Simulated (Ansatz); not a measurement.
# SiH2O2 (SMILES O[Si]O): wB97M-V/aug-cc-pVDZ

What is the energy change on altering one bond length of SiH2O2 at wB97M-V/aug-cc-pVDZ? 

The results are computed with Ansatz 0.2.0.

64 further runs of the same task are left out: 64 set aside as unsound or not needed.

## (1) Starting point

The species is SiH2O2 (5 atoms), meant as a singlet with charge 0. As SMILES, `O[Si]O`. The shape is that of a PBE0-D4/def2-TZVP optimisation. This is one conformer, not always the lowest.

Bond lengths: O1–Si2 1.642 Å, Si2–O3 1.663 Å, O1–H4 0.964 Å, O3–H5 0.960 Å. Angles: O1–Si2–O3 99.4°, Si2–O1–H4 117.5°, Si2–O3–H5 116.1°.

## (2) The energy at wB97M-V/aug-cc-pVDZ

File input.yaml:

```yaml
crystal:
  periodic: [false, false, false]
  atoms:
    - {symbol: O, position_ang: [-1.443200, -0.105600, -0.275000]}
    - {symbol: Si, position_ang: [-0.212000, -0.791300, 0.567700]}
    - {symbol: O, position_ang: [1.036000, 0.187500, 0.068600]}
    - {symbol: H, position_ang: [-1.231900, 0.648900, -0.836100]}
    - {symbol: H, position_ang: [1.901100, -0.013100, 0.433400]}
basis:
  gaussian:
    orbitals: aug-cc-pVDZ
accuracy: high
magnetization:
  spin_polarized: false
output: {orbitals: {seedname: orbitals}}
hamiltonian:
  xc: {name: wB97M-V}
```

The run is started by

```bash
$ ansatz run input.yaml --threads 1 --pin off --max-ram 3480MiB --events-out events.jsonl --progress --plain --runs-dir runs
```

The log of the run:

```text
Warning: RAYON_NUM_THREADS=1 ignored (pool sized by the plan → 1); use --threads N
Functional definition: wB97M-V
  name "wB97M-V"
  parameter omega = 0.3/bohr
  parameter cx = 0.15
  parameter cx01 = 1.007
  parameter cx10 = 0.259
  parameter css00 = 0.443
  parameter css04 = -1.437
  parameter css10 = -4.535
  parameter css20 = -3.390
  parameter css43 = 4.278
  parameter cos00 = 1.000
  parameter cos10 = 1.358
  parameter cos20 = 2.924
  parameter cos21 = -8.812
  parameter cos60 = -1.390
  parameter cos61 = 9.142
  parameter b = 6.0
  parameter c = 0.01
  gx(w, u) = 1 - cx + cx01*u + cx10*w
  gss(w, u) = css00 + css04*u^4 + css10*w + css20*w^2 + css43*w^4*u^3
  gos(w, u) = cos00 + cos10*w + (cos20 + cos21*u)*w^2 + (cos60 + cos61*u)*w^6
  exchange = spin_sum(e_x_unif_sr(omega)*gx(b97_w, b97_u_x)) + cx*exact_x_sr(omega) + exact_x_lr(omega)
  correlation = spin_sum(e_c_pw_mod_same_spin*gss(b97_w, b97_u_same))
      + integral(e_c_pw_mod_opposite_spin*gos(b97_w_opposite, b97_u_opposite)) + vv10(b, c)
1788 factors; integrals over basis functions are off by at most 3.4e-9 eV
420 factors; integrals over basis functions are off by at most 2.4e-9 eV
mean field evaluation 1: about -11997.3733 eV, gradient 6.5e1 eV
mean field evaluation 2: about -11993.8346 eV, gradient 8.0e1 eV
mean field evaluation 4: about -12004.9224 eV, gradient 1.0e0 eV
mean field evaluation 8: about -12004.9260 eV, gradient 1.9e-2 eV
mean field evaluation 16: about -12004.9260 eV, gradient 1.1e-5 eV
mean field -12004.92600015 eV, -441.1728932743 hartree, gradient 9.8e-8 eV, S^2 0.000000; 0 other end points of the search recorded, 0 dependent functions left out
reference -12004.92600731 eV, -441.1728935377 hartree; 16, 16 occupied and 75, 75 virtual orbitals, 1788 factors
Total energy: -12004.92600731 eV, -441.1728935377 hartree
```

Wall time 36 s (1 thread of Arm Neoverse V2, shared host); peak memory 0.47 GiB.

## (3) The distorted shape, same level

File molecule.yaml:

```yaml
crystal:
  periodic: [false, false, false]
  atoms:
    - {symbol: O, position_ang: [-1.875757, -0.005298, -0.457403]}
    - {symbol: Si, position_ang: [-0.644557, -0.690998, 0.385297]}
    - {symbol: O, position_ang: [0.603443, 0.287802, -0.113803]}
    - {symbol: H, position_ang: [-1.664457, 0.749202, -1.018503]}
    - {symbol: H, position_ang: [1.901100, -0.013100, 0.433400]}
basis:
  gaussian: {orbitals: aug-cc-pVDZ}
hamiltonian: {xc: {name: wB97M-V}}
accuracy: high
output: {orbitals: {seedname: orbitals}}
```

The run is started by

```bash
$ ansatz run molecule.yaml --threads 1 --pin off --max-ram 3480MiB --events-out events.jsonl --progress --plain --runs-dir runs
```

The log of the run (excerpt; [...] marks lines left out):

```text
Warning: RAYON_NUM_THREADS=1 ignored (pool sized by the plan → 1); use --threads N
[... 2 set-up lines as earlier in the session ...]
[...]
  gx(w, u) = 1 - cx + cx01*u + cx10*w
  gss(w, u) = css00 + css04*u^4 + css10*w + css20*w^2 + css43*w^4*u^3
  gos(w, u) = cos00 + cos10*w + (cos20 + cos21*u)*w^2 + (cos60 + cos61*u)*w^6
[...]
      + integral(e_c_pw_mod_opposite_spin*gos(b97_w_opposite, b97_u_opposite)) + vv10(b, c)
1807 factors; integrals over basis functions are off by at most 3.2e-9 eV
435 factors; integrals over basis functions are off by at most 1.7e-9 eV
[...]
mean field -12002.51932562 eV, -441.0844496167 hartree, gradient 2.6e-8 eV, S^2 0.000000; 0 other end points of the search recorded, 0 dependent functions left out
reference -12002.51933254 eV, -441.0844498709 hartree; 16, 16 occupied and 75, 75 virtual orbitals, 1807 factors
Total energy: -12002.51933254 eV, -441.0844498709 hartree
```

It took 41 s on 1 thread of Arm Neoverse V2, shared host; peak memory 0.47 GiB.

## (4) What came out

Level: wB97M-V/aug-cc-pVDZ.

```
                                                         quantity          value
                                        first shape: total energy  -441.17289 Eh
                                         first shape: HOMO energy       -9.37 eV
                                         first shape: LUMO energy        0.40 eV
                                       first shape: HOMO–LUMO gap        9.77 eV
                                    distorted shape: total energy  -441.08445 Eh
                                     distorted shape: HOMO energy       -9.18 eV
                                     distorted shape: LUMO energy       -0.76 eV
                                   distorted shape: HOMO–LUMO gap        8.42 eV
energy change with the O3–H5 bond stretched from 0.960 to 1.440 Å       2.407 eV
```

What this shows: With the O3–H5 bond stretched from 0.960 to 1.440 Å the energy rises by 2.41 eV (232 kJ/mol). The first shape isn't relaxed at this level, so the change isn't measured from a minimum.
